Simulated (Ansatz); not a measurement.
# Al2H (doublet): from Hartree-Fock to the top rungs at distance Al1–Al2 = 4.389 Å, cc-pVDZ

How much of the correlation energy of Al2H (doublet) does each wave-function method recover here?

Computed with Ansatz 0.2.0, Gaussian basis. Level: cc-pVDZ, core rule «outside noble gas», up to 10 orbitals frozen.

To be run: UHF; CCSD(T) on ROHF; CCSD(T) on UHF; BCCD(T) on ROHF; CISD; CCSDT(Q) on ROHF; CCSDT(Q) on UHF; CCSDTQ on ROHF; CCSDTQ on UHF; CASSCF and MRCISD+Q, 3 electrons in 3 orbitals; CASSCF and NEVPT2, 3 electrons in 3 orbitals; CASSCF and MRCISD+Q, 7 electrons in 9 orbitals; CASSCF and NEVPT2, 7 electrons in 9 orbitals; Full CI.

### 1 The geometry

The geometry derives from a PBE0/def2-TZVP stationary point (not a proven minimum). One bond is set to the value named and the two fragments are kept rigid.

3 atoms, charge 0, spin multiplicity 2.

Atoms are counted from 1 here; the program's logs count them from 0.

Bond lengths: Al1–H3 1.619 Å.

### 2 UHF

The input, in.yaml:

```yaml
crystal:
  periodic: [false, false, false]
  atoms:
    - {symbol: Al, position_ang: [0.000000, 0.000000, 0.923257]}
    - {symbol: Al, position_ang: [0.000000, 0.000000, -3.465743]}
    - {symbol: H, position_ang: [0.000000, 0.000000, 2.542487]}
basis:
  gaussian: {orbitals: cc-pVDZ}
magnetization: {spin_polarized: true, initial_magnetization: 1}
hamiltonian: {xc: hf}
output: {orbitals: {seedname: orbitals}}
```

Launch:

```bash
> ansatz run in.yaml --threads 1 --pin off --events-out ev --progress --plain --max-ram 2816MiB --backend cpu
```

Further steps of the session: CCSD(T) on ROHF; CCSD(T) on UHF; BCCD(T) on ROHF; CISD; CCSDT(Q) on ROHF; CCSDT(Q) on UHF; CCSDTQ on ROHF; CCSDTQ on UHF; CASSCF and MRCISD+Q, 3 electrons in 3 orbitals; CASSCF and NEVPT2, 3 electrons in 3 orbitals; CASSCF and MRCISD+Q, 7 electrons in 9 orbitals; CASSCF and NEVPT2, 7 electrons in 9 orbitals; Full CI.

Before running them: what should the planned runs give, taken together? Wanted: FCI below the RHF energy; RMP2 from FCI; UMP2 from FCI; RCCSD from FCI; RCCSD(T) from FCI; UCCSD(T) from FCI; RCCSDT(Q) from FCI; UCCSDT(Q) from FCI; NEVPT2 pair from FCI.

The runs gave:

```
                         quantity                                                                                                  value
         FCI below the RHF energy                                                                                             -3.4690 eV
                    RMP2 from FCI                                                                                        +25.47 kcal/mol
                    UMP2 from FCI                                                                                        +25.43 kcal/mol
                   RCCSD from FCI                                                                                         +1.87 kcal/mol
                RCCSD(T) from FCI                                                                                         +0.57 kcal/mol
                UCCSD(T) from FCI                                                                                         +0.55 kcal/mol
               RCCSDT(Q) from FCI                                                                                         +0.01 kcal/mol
               UCCSDT(Q) from FCI                                                                                         +0.01 kcal/mol
             NEVPT2 pair from FCI                                                                                        +23.88 kcal/mol
          NEVPT2 valence from FCI                                                                                        +13.95 kcal/mol
        MRCISD+Q valence from FCI                                                                                         +0.57 kcal/mol
levels within 1 kcal/mol (43 meV)  RCCSD(T), UCCSD(T), BCCD(T), RCCSDT, UCCSDT, RCCSDT(Q), UCCSDT(Q), RCCSDTQ, UCCSDTQ, MRCISD+Q valence
                    T1 diagnostic                                                                                                  0.020
   effectively unpaired electrons                                                                                                   1.16
```

What this shows: RCCSD(T) lands +0.57 kcal/mol from the yardstick (0.7 % of the correlation energy). One determinant dominates. Of the multireference levels listed MRCISD+Q valence comes nearest in total energy (+0.57 kcal/mol), which doesn't show that its space is the better one. Coupled cluster took another determinant than the lowest Hartree-Fock one. These misses are within one basis, not against nature; the frozen cores of restricted and unrestricted runs differ, which can shift their rows.
